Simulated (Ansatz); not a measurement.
**AlH3 (triplet): wave-function methods side by side at distance Al1–H3 = 1.843 Å, cc-pVDZ**

Aim: climb from Hartree-Fock through coupled cluster and multireference methods for AlH3 (triplet) at one geometry and basis, and see what each rung misses.

Method: cc-pVDZ, core rule «outside noble gas», up to 5 orbitals frozen; program: Ansatz 0.2.0, Gaussian basis.

Plan: UHF; CCSD(T) on ROHF; CCSD(T) on UHF; BCCD(T) on ROHF; CISD; CCSDT(Q) on ROHF; CCSDT(Q) on UHF; CASSCF and MRCISD+Q, 4 electrons in 4 orbitals; CASSCF and NEVPT2, 4 electrons in 4 orbitals; CASSCF and MRCISD+Q, 6 electrons in 7 orbitals; CASSCF and NEVPT2, 6 electrons in 7 orbitals; Full CI.

14 further runs of the same task are left out: 1 for a mislabelled method, 8 that didn't finish, 5 set aside as unsound or not needed.

## 1. The system

The geometry derives from a PBE0/def2-TZVP stationary point (not a proven minimum). One bond is set to the value named and the two fragments are kept rigid.

4 atoms, charge 0, spin multiplicity 3.

Atoms are counted from 1 here; the program's logs count them from 0.

Bond lengths: Al1–H2 1.590 Å, Al1–H3 1.843 Å, Al1–H4 1.843 Å, H3–H4 0.841 Å. Angles: H2–Al1–H3 101.8°, H2–Al1–H4 101.8°, H3–Al1–H4 26.4°, Al1–H3–H4 76.8°, Al1–H4–H3 76.8°.

## 2. UHF

File in.yaml:

```yaml
crystal:
  periodic: [false, false, false]
  atoms:
    - {symbol: Al, position_ang: [0.000000, 0.074413, -0.095633]}
    - {symbol: H, position_ang: [0.000000, -1.372409, -0.753982]}
    - {symbol: H, position_ang: [0.420650, -0.309773, 1.656991]}
    - {symbol: H, position_ang: [-0.420650, -0.309773, 1.656991]}
basis:
  gaussian: {orbitals: cc-pVDZ}
magnetization: {spin_polarized: true, initial_magnetization: 2}
hamiltonian: {xc: hf}
output: {orbitals: {seedname: orbitals}}
```

The run is started by

```bash
$ ansatz run in.yaml --threads 1 --pin off --events-out ev --progress --plain --max-ram 2393MiB
```

Further steps of the session: CCSD(T) on ROHF; CCSD(T) on UHF; BCCD(T) on ROHF; CISD; CCSDT(Q) on ROHF; CCSDT(Q) on UHF; CASSCF and MRCISD+Q, 4 electrons in 4 orbitals; CASSCF and NEVPT2, 4 electrons in 4 orbitals; CASSCF and MRCISD+Q, 6 electrons in 7 orbitals; CASSCF and NEVPT2, 6 electrons in 7 orbitals; Full CI.

Before running them: what should the planned runs give, taken together? Wanted: FCI below the RHF energy; RMP2 from FCI; UMP2 from FCI; RCCSD from FCI; RCCSD(T) from FCI; UCCSD(T) from FCI; RCCSDT(Q) from FCI; UCCSDT(Q) from FCI; NEVPT2 valence from FCI.

The runs gave:

```
                         quantity                                                                                value
         FCI below the RHF energy                                                                           -2.5689 eV
                    RMP2 from FCI                                                                         +64.4 kJ/mol
                    UMP2 from FCI                                                                         +64.0 kJ/mol
                   RCCSD from FCI                                                                          +5.8 kJ/mol
                RCCSD(T) from FCI                                                                          +1.6 kJ/mol
                UCCSD(T) from FCI                                                                          +1.6 kJ/mol
               RCCSDT(Q) from FCI                                                                           0.0 kJ/mol
               UCCSDT(Q) from FCI                                                                           0.0 kJ/mol
          NEVPT2 valence from FCI                                                                         +49.1 kJ/mol
        MRCISD+Q valence from FCI                                                                          +1.7 kJ/mol
levels within 1 kcal/mol (43 meV)  RCCSD(T), UCCSD(T), BCCD(T), RCCSDT, UCCSDT, RCCSDT(Q), UCCSDT(Q), MRCISD+Q valence
                    T1 diagnostic                                                                                0.021
   effectively unpaired electrons                                                                                 2.03
```

What this shows: RCCSD(T) lands +1.6 kJ/mol from the yardstick (0.6 % of the correlation energy). One determinant dominates. Of the multireference levels listed MRCISD+Q valence comes nearest in total energy (+1.7 kJ/mol), which doesn't show that its space is the better one. These misses are within one basis, not against nature; the frozen cores of restricted and unrestricted runs differ, which can shift their rows.
